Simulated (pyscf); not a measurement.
Addition across a multiple bond or ene-type step: `[O]=[Mo](=[O])([F])[F]` + `[OH2]` -> `[O]=[Mo]([OH])([OH])([F])[F]`

Gas phase, singlet surface, charge 0. Bonds broken: O6–H7. Bonds formed: O1–H7, Mo2–O6. Structures and frequencies: ωB97X-D3(BJ)/def2-SVP in PySCF.

Transition state (Å):

```xyz
8

O      0.9252     0.0386     0.0375
Mo    -0.7004    -0.4192    -0.4869
O     -0.4931    -1.8009    -1.3520
F     -2.2539     0.3073    -1.1904
F     -1.4889    -0.8666     1.1084
O      0.0505     1.1784    -1.5889
H      0.9706     0.8643    -0.8280
H     -0.1600     1.4838    -2.4786
```

One imaginary mode, 1495i cm⁻¹; descent along it reached the two sides named, in the forms told below.

| bond | change | reactant side (Å) | saddle | product side |
|---|---|---|---|---|
| O6–H7 | breaks | 0.965 | 1.235 | 2.9 |
| O1–H7 | forms | 2.9 | 1.197 | 0.966 |
| Mo2–O6 | forms | 2.296 | 2.081 | 1.882 |

Electronic energies relative to the separated reactants (kcal/mol):

```csv
level,barrier,reaction energy,reverse barrier
ωB97X-D3(BJ)/def2-TZVP,16.0,-6.3,22.3
PBE/def2-TZVP,13.3,-4.8,18.1
r²SCAN/def2-TZVP,11.4,-9.3,20.7
B3LYP-D3(BJ)/def2-TZVP,15.5,-6.4,21.9
PBE0-D3(BJ)/def2-TZVP,14.2,-6.4,20.6
M06-2X/def2-TZVP,14.9,-7.1,22.1
ωB97M-D3(BJ)/def2-TZVP,17.2,-4.6,21.9
```

With ωB97M-D3(BJ)/def2-TZVP energies and thermal terms (ideal gas, 1 atm, RRHO with modes under 100 cm⁻¹ raised to 100, one conformer, R ln 2 for chiral ones without a mode under 150 cm⁻¹), in kcal/mol:

```csv
T (K),ΔH‡,ΔG‡,ΔH,ΔG
298,15.4,25.8,-4.0,+5.8
600,15.6,36.4,-2.9,+15.5
900,16.3,46.7,-1.6,+24.4
1200,17.2,56.7,-0.3,+32.8
```

On the reactant side the descent ends in an adduct with a Mo–O contact (not fully relaxed), 14.0 kcal/mol under the separated species and 29.9 kcal/mol under the saddle at ωB97X-D3(BJ)/def2-TZVP. What is counted as formed (Mo–O) is already present as a longer contact in the reactant adduct; forming that adduct is a step of its own. This is the saddle that the search found; another between the same sides may lie lower. Elements past Kr carry the def2 core potentials, without spin-orbit coupling.
